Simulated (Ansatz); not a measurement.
# Cost against result

The pair of SiH4 (SMILES [SiH4], atoms 1–5) and SiH4O (SMILES [SiH3]O, atoms 6–11), both closed shells, in one local arrangement (a lower one may exist), relaxed at PBE0-D4/def2-TZVP:

```
atom    x (Å)    y (Å)    z (Å)
 Si1  -0.0243  -0.0813  -2.2001
  H2  -0.0787  -1.2049  -1.2307
  H3  -0.8442   1.0510  -1.7055
  H4  -0.5484  -0.5426  -3.5117
  H5   1.3857   0.3557  -2.3654
 Si6   0.4107   0.1025   1.8045
  O7  -1.1955   0.2826   1.4845
  H8   0.8196  -1.3285   1.7918
  H9   1.1217   0.8377   0.7326
 H10   0.7734   0.6747   3.1302
 H11  -1.8199  -0.1469   2.0697
```

Interaction energies are counterpoise-corrected; the time is that of the whole pair.

Program: Ansatz 0.2.0. Basis: as named in each row. Cores are frozen in the correlated methods. B3LYP uses VWN-RPA correlation. Extrapolation: Hartree–Fock as exp(−7.88 √X), correlation as X^−2.97.

Times are rough, for one single point on 4 threads of a shared host (Arm Neoverse N1).

The estimate by CCSD(T) at an estimated basis limit (MP2 extrapolated from triple and quadruple zeta, plus CCSD(T) − MP2 in triple zeta) is -1.05 kcal/mol.

```
   method        basis  time (s)  interaction energy (kcal/mol)  method less estimate
       HF       STO-3G   under 1                           1.03                  2.08
   PBE-D4       STO-3G   under 1                          -0.70                  0.34
    SPW92     def2-SVP   under 1                          -1.78                 -0.74
 B3LYP-D4        6-31G   under 1                          -0.96                  0.09
   PBE-D4     def2-SVP   under 1                          -1.35                 -0.30
  PBE0-D4     def2-SVP         1                          -1.25                 -0.21
  CCSD(T)     def2-SVP         2                           0.08                  1.13
   PBE-D4  def2-TZVPPD         3                          -1.45                 -0.40
revPBE-D4  def2-TZVPPD         3                          -1.27                 -0.22
  BLYP-D4  def2-TZVPPD         4                          -1.13                 -0.08
 HSE06-D4  def2-TZVPPD         4                          -1.31                 -0.27
 B3LYP-D4  def2-TZVPPD         4                          -1.24                 -0.20
  wB97M-V     def2-SVP         4                          -0.95                  0.10
  PBE0-D4  def2-TZVPPD         5                          -1.33                 -0.28
r2SCAN-D4  def2-TZVPPD         6                          -1.03                  0.02
   B2PLYP  def2-TZVPPD         8                           0.13                  1.18
  wB97X-V  def2-TZVPPD        11                          -1.12                 -0.07
   B97M-V  def2-TZVPPD        14                          -1.08                 -0.03
  wB97M-V  def2-TZVPPD        14                          -1.12                 -0.07
      MP2  def2-QZVPPD        27                          -0.87                  0.18
  CCSD(T)  def2-TZVPPD       160                          -0.83                  0.22
```

The T1 diagnostic stays at or below 0.012.
